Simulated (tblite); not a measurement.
C4H4O (charge +1 and doublet state).
SMILES: `[CH+]1[CH]CC1=O`

Method: GFN2-xTB as coded in tblite; computed harmonic values from a numerical Hessian at the method's own geometry, unscaled. The method is semi-empirical: single wavenumbers can be off by several per cent or more. Open shells enter through the occupations alone, without spin polarisation, and single modes of such species can be off by tens of per cent.

Harmonic wavenumbers (cm⁻¹): 72.3, 347.1, 360.4, 539.9, 591.0, 655.2, 816.6, 835.5, 879.5, 972.2, 1002.7, 1008.6, 1097.8, 1166.5, 1324.9, 1582.6, 1969.0, 2945.3, 2967.9, 3004.4, 3147.9.

A = 13811, B = 5116, C = 3828 MHz; mass 68.026 u (most abundant isotopes); point group Cs, symmetry number 1; spin multiplicity 2.

Problem. Zero-point energy?

Solution. Half the sum of the wavenumbers: 13644 cm⁻¹ = 39.01 kcal/mol.

Problem. Give the ideal-gas entropy at 298.15 K and 1 bar in the rigid-rotor, harmonic-oscillator model (classical rotation).

Solution. Translation 38.60, rotation 24.59, vibration 8.74, spin (R ln 2) 1.38: S = 73.3 cal/(mol K).

Problem. And Cp and H(298.15 K) − H(0)?

Solution. Cp = 19.79 cal/(mol K), of which vibrations give 11.85 (their classical limit is 21 R = 41.7); H(298.15 K) − H(0) = 3.86 kcal/mol without the zero-point energy, 1.49 from vibrations.

Problem. How do the functions run with temperature in this model?

Solution. 
```tsv
T (K)	S (cal/(mol K))	Cp (cal/(mol K))	H − H(0) (kcal/mol)	G − H(0) (kcal/mol)	ln q(vib)
150	62.6	12.3	1.49	-7.90	0.77
250	70.0	17.3	2.96	-14.55	1.50
400	79.8	24.6	6.12	-25.80	2.79
600	91.2	31.3	11.76	-42.93	4.72
900	105.1	37.4	22.15	-72.45	7.60
```

q(vib) and H(0) count from the zero-point level.

Problem. What must be added to the electronic energy to get the Gibbs energy at 298.15 K and 1 bar?

Solution. ZPE + [H(298.15 K) − H(0)] − T·S = 39.01 + 3.86 − 21.86 = 21.01 kcal/mol.

Problem. Which modes carry the vibrational entropy at 298.15 K?

Solution. 72.3 cm⁻¹: 4.09; 347.1 cm⁻¹: 1.18; 360.4 cm⁻¹: 1.12; 539.9 cm⁻¹: 0.57; 591.0 cm⁻¹: 0.47; 655.2 cm⁻¹: 0.36 cal/(mol K); the other 15 give 0.96 together.

Problem. Blend soft modes into free rotors: weight 1/[1 + (100 cm⁻¹/ν̃)⁴] for the oscillator and the rest for a rotor with moment μB/(μ + B), μ = h/(8π²ν), B = 10⁻⁴⁴ kg m². What vibrational entropy results?

Solution. 8.03 cal/(mol K) in place of 8.74, which changes −T·S at 298.15 K by +0.21 kcal/mol.

Hindered rotation and anharmonicity are outside this model.
